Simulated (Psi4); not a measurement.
**AlBH6 (H2Al(BH4)) at r2SCAN/def2-TZVP**

What is the energy change on altering one bond length of AlBH6 (H2Al(BH4)) at r2SCAN/def2-TZVP? 

The calculation is run with Psi4 1.11.

4 further runs of the same task are left out: 4 set aside as unsound or not needed.

### 1 The molecule

AlBH6: 8 atoms, total charge 0, spin state singlet. Geometry: a GFN2-xTB relaxation, a rough one for these elements and not checked as a minimum.

Bond lengths: Al1–B3 2.216 Å, H2–B3 1.302 Å, B3–H4 1.300 Å, Al1–H5 1.552 Å, Al1–H6 1.552 Å, B3–H7 1.178 Å, B3–H8 1.177 Å. Some angles: Al1–B3–H2 52.2°, Al1–B3–H4 52.4°, Al1–B3–H7 119.0°, Al1–B3–H8 121.0°, B3–Al1–H5 123.7°, B3–Al1–H6 122.9°, H2–B3–H4 104.6°, H2–B3–H7 107.7°, H2–B3–H8 107.8°, H4–B3–H7 107.8°.

### 2 Energy and gradient at r2SCAN/def2-TZVP

File albh6.dat:

```
memory 1600 mb

molecule system {
  0 1
  Al    -0.872330    -0.514150    -0.478720
  H      0.096830     0.945450    -0.494590
  B      0.854410     0.502140     0.466870
  H      0.387400    -0.681460     0.733140
  H     -0.754240    -1.432160    -1.724810
  H     -2.325190    -0.376490     0.049730
  H      0.669960     1.182470     1.410950
  H      1.943150     0.374200     0.037420
  units angstrom
  symmetry c1
}

set {
  puream true
  e_convergence 1e-09
  d_convergence 1e-08
  scf_type pk
  dft_radial_points 99
  dft_spherical_points 590
}

gradient("r2scan/def2-TZVP")
print_variables()
```

Launch:

```bash
psi4 albh6.dat albh6.out -n 1
```

albh6.out:

```text
[...]
  Running in c1 symmetry.
[...]
  Nuclear repulsion =   50.055727267243114
[...]
  Multiplicity = 1
[...]
  Nalpha       = 12
  Nbeta        = 12
[...]
    Number of basis functions: 104
[...]
   @RKS iter   1:  -270.62674322428308   -3.63868e-01   5.40292e-03 ADIIS/DIIS
[...]
   @RKS iter  10:  -270.82566442311361   -5.00222e-12   3.70673e-09 DIIS
[...]
    Orbital Energies [Eh]
    ---------------------
    Doubly Occupied:
       1A    -55.771017     2A     -6.618074     3A     -4.083812
       4A     -2.625736     5A     -2.619370     6A     -2.617136
       7A     -0.565195     8A     -0.390506     9A     -0.364658
      10A     -0.327752    11A     -0.325608    12A     -0.282666
[...]
  @RKS Final Energy:  -270.82566442311361
   => Energetics <=
    Nuclear Repulsion Energy =             50.0557272672431139
    One-Electron Energy =                -472.5569490276923261
    Two-Electron Energy =                 176.5779790966938663
    DFT Exchange-Correlation Energy =     -24.9024217593582975
    Empirical Dispersion Energy =           0.0000000000000000
    VV10 Nonlocal Energy =                  0.0000000000000000
    Total Energy =                       -270.8256644231136079
[...]
 Multipole Moments:
 ------------------------------------------------------------------------------------
     Multipole            Electronic (a.u.)      Nuclear  (a.u.)        Total (a.u.)
 ------------------------------------------------------------------------------------
 L = 1.  Multiply by 2.5417464519 to convert [e a0] to [Debye]
 Dipole X            :         -1.3648244            1.2107080           -0.1541164
 Dipole Y            :         -0.8129683            0.7175640           -0.0954043
 Dipole Z            :         -0.7623831            0.6699384           -0.0924447
 Magnitude           :                                                    0.2034696
[...]
  -Total Gradient:
     Atom            X                  Y                   Z
    ------   -----------------  -----------------  -----------------
       1       -0.002184845972    -0.001114249297    -0.001342289645
       2       -0.003136802135    -0.001171819983    -0.002049835994
       3        0.015332798531     0.008458966204     0.008091781429
       4       -0.002595421206    -0.002062165035    -0.000976745421
       5       -0.008583402437     0.002881769610     0.005857697042
       6        0.003990138747    -0.005550436302    -0.008301292541
       7        0.002928513807    -0.003710682184    -0.005614670560
       8       -0.006022761263     0.002106455349     0.004182470791
[...]
```

It took 68 s on 1 thread of Intel Xeon Platinum 8259CL at 2.50GHz (Skylake/Cascade Lake), shared host; peak memory 0.72 GiB.

### 3 The distorted shape, same level

File calc.py:

```python
import psi4

psi4.set_memory(1600000000)
psi4.set_num_threads(1)
psi4.core.set_output_file('output.dat', False)

molecule = psi4.geometry("""
0 1
Al
H 1 1.752129
B 2 1.301867 1 91.80637
H 3 1.299964 2 104.61102 1 1.12275
H 1 1.552233 2 116.31593 3 -111.83579
H 1 1.552099 5 113.39018 2 139.21892
H 3 2.592 4 107.78075 1 113.30898
H 3 1.177349 4 107.93775 1 -115.73348
units angstrom
symmetry c1
""")

options = {'basis': 'def2-TZVP', 'reference': 'rks', 'puream': True, 'e_convergence': 1e-09, 'd_convergence': 1e-08, 'scf_type': 'pk', 'dft_radial_points': 99, 'dft_spherical_points': 590}
psi4.set_options(options)

result, w = psi4.gradient('r2scan', return_wfn=True)
psi4.oeprop(w, 'MULLIKEN_CHARGES', 'QUADRUPOLE', 'WIBERG_LOWDIN_INDICES', title='R2SCAN')
print('gradient / Eh bohr^-1')
print(result.np.round(6))
print(f'energy = {w.energy():.10f} Eh')
for k, v in sorted(psi4.core.scalar_variables().items()):
    print(f'{k:45s} {v:18.10f}')
```

Launch:

```bash
python calc.py
```

output.dat, cut to the lines that bear on the results:

```text
[...]
  Running in c1 symmetry.
[...]
  Nuclear repulsion =   47.818693964061538
[...]
  Multiplicity = 1
[...]
  Nalpha       = 12
  Nbeta        = 12
[...]
    Number of basis functions: 104
[...]
   @RKS iter   1:  -270.24184013564724   -1.26801e-01   6.36359e-03 ADIIS/DIIS
[...]
   @RKS iter  12:  -270.66967249798546   -4.41105e-11   2.18070e-09 DIIS
[...]
    Orbital Energies [Eh]
    ---------------------
    Doubly Occupied:
       1A    -55.789166     2A     -6.699487     3A     -4.101884
       4A     -2.643844     5A     -2.637745     6A     -2.634807
       7A     -0.584133     8A     -0.400878     9A     -0.390701
      10A     -0.351275    11A     -0.299625    12A     -0.223824
[...]
  @RKS Final Energy:  -270.66967249798546
   => Energetics <=
    Nuclear Repulsion Energy =             47.8186939640615378
    One-Electron Energy =                -467.5627798260602503
    Two-Electron Energy =                 173.7857860481435921
    DFT Exchange-Correlation Energy =     -24.7113726841303460
    Empirical Dispersion Energy =           0.0000000000000000
    VV10 Nonlocal Energy =                  0.0000000000000000
    Total Energy =                       -270.6696724979854594
[...]
  -Total Gradient:
     Atom            X                  Y                   Z
    ------   -----------------  -----------------  -----------------
       1        0.005924261191    -0.002355410844     0.003745691775
       2        0.006493687712     0.008197822177    -0.009276791584
       3        0.019475826663    -0.009478500495     0.012944982480
       4        0.006524428854     0.006160263911    -0.010178888008
       5       -0.011702297885     0.002231699685    -0.003335664854
       6        0.009202629560     0.002236807217    -0.002903840647
       7       -0.037436444596    -0.013321815503     0.017712393701
       8        0.001282556599     0.006374068293    -0.008774793457
[...]
 Multipole Moments:
 ------------------------------------------------------------------------------------
     Multipole            Electronic (a.u.)      Nuclear  (a.u.)        Total (a.u.)
[...]
```

On the terminal:

```text
gradient / Eh bohr^-1
[[ 0.005924 -0.002355  0.003746]
 [ 0.006494  0.008198 -0.009277]
 [ 0.019476 -0.009479  0.012945]
 [ 0.006524  0.00616  -0.010179]
 [-0.011702  0.002232 -0.003336]
 [ 0.009203  0.002237 -0.002904]
 [-0.037436 -0.013322  0.017712]
 [ 0.001283  0.006374 -0.008775]]
energy = -270.6696724980 Eh
CURRENT ENERGY                                   -270.6696724980
CURRENT REFERENCE ENERGY                         -270.6696724980
DD SOLVATION ENERGY                                 0.0000000000
DFT FUNCTIONAL TOTAL ENERGY                      -270.6696724980
DFT TOTAL ENERGY                                 -270.6696724980
DFT VV10 ENERGY                                     0.0000000000
DFT XC ENERGY                                     -24.7113726841
GRID ELECTRONS ALPHA                               11.9999999746
GRID ELECTRONS BETA                                11.9999999746
GRID ELECTRONS TOTAL                               23.9999999492
NUCLEAR REPULSION ENERGY                           47.8186939641
ONE-ELECTRON ENERGY                              -467.5627798261
PCM POLARIZATION ENERGY                             0.0000000000
PE ENERGY                                           0.0000000000
SCF ITERATION ENERGY                             -270.6696724980
SCF ITERATIONS                                     12.0000000000
SCF TOTAL ENERGY                                 -270.6696724980
TWO-ELECTRON ENERGY                               173.7857860481
XC GRID RADIAL POINTS                              99.0000000000
XC GRID SPHERICAL POINTS                          590.0000000000
XC GRID TOTAL POINTS                           445968.0000000000
```

Run time: 78 s. Hardware: 1 thread of Intel Xeon Platinum 8259CL at 2.50GHz (Skylake/Cascade Lake), shared host; peak memory 0.71 GiB.

### 4 Summary of results

At r2SCAN/def2-TZVP:

| quantity | value |
| --- | --- |
| first shape: total energy | -270.82566 Eh |
| first shape: dipole moment | 0.52 D |
| first shape: HOMO energy | -7.69 eV |
| first shape: LUMO energy | -1.76 eV |
| first shape: HOMO–LUMO gap | 5.93 eV |
| first shape: largest force on an atom | 0.992 eV/Å |
| distorted shape: total energy | -270.66967 Eh |
| distorted shape: dipole moment | 2.68 D |
| distorted shape: HOMO energy | -6.09 eV |
| distorted shape: LUMO energy | -3.53 eV |
| distorted shape: HOMO–LUMO gap | 2.56 eV |
| distorted shape: largest force on an atom | 2.237 eV/Å |
| energy change with the B3–H7 bond stretched from 1.178 to 2.592 Å | 4.245 eV |

**Reading.** One bond (distorted shape) is far stretched, which a spin-restricted single reference describes badly; a broken-symmetry solution may lie lower. With the B3–H7 bond stretched from 1.178 to 2.592 Å the energy rises by 4.24 eV (410 kJ/mol). The first shape isn't relaxed at this level, so the change isn't measured from a minimum. A restricted reference can't describe the breaking bond well at this length. The largest force (first shape) is 0.99 eV/Å: the shape isn't a stationary point for this species at this level.
